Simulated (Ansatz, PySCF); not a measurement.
This PySCF input computes a CAM-B3LYP/def2-TZVPD energy:

```python
from pyscf import gto, scf, dft

mol = gto.M(
    atom='''
    C     1.31248259   -0.40730475   -0.01581883
    C     0.21233569    0.49170516   -0.00153984
    O    -1.30999238   -0.17014658    0.01473458
    H    -1.90838626    0.59467321    0.02300549
    H     0.15861567    1.11525560    0.89952544
    H     0.13796085    1.11854325   -0.89884804
    H     1.48189181   -0.98851779    0.89309476
    H     1.46094728   -0.98518403   -0.93050226
    ''',
    basis='def2-tzvpd',
    charge=-1,
    spin=0,
    verbose=4,
)

mf = dft.RKS(mol, xc='camb3lyp').density_fit(auxbasis='def2-universal-jkfit')
mf.grids.level = 3
mf.conv_tol = 1e-9
mf.max_cycle = 100
mf.max_memory = 1500
mf.kernel()
if not mf.converged:
    mf = mf.newton()
    mf.kernel(mf.make_rdm1())
mf.analyze()
```

Write an input for the same energy in Ansatz (a quantum-chemistry and plane-wave program) and say what it gives.


Ansatz 0.2 input:
```yaml
crystal:
  periodic: [false, false, false]
  atoms:
    - {symbol: C, position_ang: [1.31248259, -0.40730475, -0.01581883]}
    - {symbol: C, position_ang: [0.21233569, 0.49170516, -0.00153984]}
    - {symbol: O, position_ang: [-1.30999238, -0.17014658, 0.01473458]}
    - {symbol: H, position_ang: [-1.90838626, 0.59467321, 0.02300549]}
    - {symbol: H, position_ang: [0.15861567, 1.11525560, 0.89952544]}
    - {symbol: H, position_ang: [0.13796085, 1.11854325, -0.89884804]}
    - {symbol: H, position_ang: [1.48189181, -0.98851779, 0.89309476]}
    - {symbol: H, position_ang: [1.46094728, -0.98518403, -0.93050226]}
basis:
  gaussian:
    orbitals: def2-TZVPD
hamiltonian:
  xc: {name: CAM-B3LYP}
total_charge: -1
output: {forces: true}
```
It gives -154.37112 Eh, and PySCF -154.37119 Eh, a difference of 0.07 mEh, from the treatment of integrals and grids.

It need not be the lowest isomer of its formula. Whether it binds its extra electron was not tested at this geometry.
